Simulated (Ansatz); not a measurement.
# [CH3···H···H], doublet along the distance C1-H5

Starting geometry:

```
atom    x (Å)    y (Å)    z (Å)
   C  -0.1390   0.0000   0.0000
   H  -0.5022   1.0273   0.0000
   H  -0.5022  -0.5137   0.8897
   H  -0.5022  -0.5137  -0.8897
   H   0.9506   0.0000   0.0000
   H   2.2130   0.0000   0.0000
```

From there H5 is moved from one fragment to the other while all else, the fragments' distance too, stays fixed; atoms are numbered as listed. Energies are in kJ/mol, counted from the starting geometry at the same level.

Basis cc-pVTZ; Ansatz 0.2.0. Only valence electrons are correlated (noble-gas cores frozen). Prefix R: restricted or restricted open-shell reference; prefix U: unrestricted.

Full CI isn't at hand for all of this; UCCSDT(Q) serves as the reference, and is uncertain by about the last step of the cluster series. The frozen core follows each run's orbitals, which can shift R against U totals by a few meV.

| distance C1-H5 (Å) | RHF |
| --- | --- |
| 1.090 | 0.0 |
| 1.164 | 15.3 |
| 1.311 | 65.1 |
| 1.459 | 75.9 |
| 1.607 | 51.6 |

**Question.** Estimate the UCCSDT(Q) curve in cc-pVTZ from this one, knowing how RHF errs.

**Answer.** The computed UCCSDT(Q) values, in kJ/mol from the starting point, and the error of RHF against them:
| distance C1-H5 (Å) | UCCSDT(Q) | RHF less UCCSDT(Q) |
| --- | --- | --- |
| 1.090 | 0.0 | 0.0 |
| 1.164 | 5.6 | 9.7 |
| 1.311 | 29.9 | 35.2 |
| 1.459 | 39.9 | 36.0 |
| 1.607 | 40.1 | 11.4 |

The error spans 36.0 kJ/mol and is largest, 36.0 kJ/mol, at 1.459 Å.
